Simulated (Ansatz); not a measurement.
[CH3···H···N], quartet along the distance C1-H5

Starting geometry:

```xyz
6

C    -1.1285    0.0000    0.0000
H    -1.4917    1.0273    0.0000
H    -1.4917   -0.5137    0.8897
H    -1.4917   -0.5137   -0.8897
H    -0.0389    0.0000    0.0000
N     1.2925    0.0000    0.0000
```

From there H5 is moved from one fragment to the other while all else, the fragments' distance too, stays fixed; atoms are numbered as listed. Energies are in kcal/mol, counted from the starting geometry at the same level.

Basis cc-pVDZ; Ansatz 0.2.0. Only valence electrons are correlated (noble-gas cores frozen). Prefix R: restricted or restricted open-shell reference; prefix U: unrestricted.

Full CI isn't at hand for all of this; UCCSDT(Q) serves as the reference, and is uncertain by about the last step of the cluster series. The frozen core follows each run's orbitals, which can shift R against U totals by a few meV.

```
distance C1-H5 (Å)  UCCSDT(Q)  error RMP2  error UMP2  error RCCSD  error BCCD(T)  error UCCSDT  error RCCSDT(Q)
             1.013        0.6        -0.4        -0.4         -0.3            0.0           0.0              0.0
             1.090        0.0         0.0         0.0          0.0            0.0           0.0              0.0
             1.131        1.5         0.2         0.3          0.2            0.0           0.0              0.0
             1.173        3.9         0.2         0.6          0.3            0.1           0.0              0.0
             1.214        6.5         0.0         0.9          0.5            0.1           0.0              0.0
             1.256        9.4        -0.7         1.2          0.6            0.1           0.0              0.0
             1.298       12.3        -1.3         1.5          0.6            0.1           0.0              0.0
             1.339       15.2        -0.8         1.6          0.6            0.1           0.0              0.0
             1.381       18.5         0.1         1.6          0.4            0.1           0.0              0.0
```

Errors are those of relative energies. In total energy the starting point itself misses UCCSDT(Q) by: RMP2 29.1, UMP2 28.7, RCCSD 4.2, BCCD(T) 0.6, UCCSDT 0.2, RCCSDT(Q) 0.0 kcal/mol.

Spread of the error over the points with a reference, to 1.381 Å (largest less smallest): RCCSDT(Q) 0.0, UCCSDT 0.1, BCCD(T) 0.2, RCCSD 0.9, RMP2 1.5, UMP2 2.0 kcal/mol.
